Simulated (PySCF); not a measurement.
P2, SMILES P#P. Geometry optimised at B3LYP-D3(BJ)/def2-TZVPD.

Computed equilibrium geometry at B3LYP-D3(BJ)/def2-TZVPD (PySCF confirms it by a frequency run) as Cartesian coordinates in Å, and its point group:
point group D∞h.
```xyz
2

P      0.0000     0.0000    -0.9442
P      0.0000     0.0000     0.9442
```
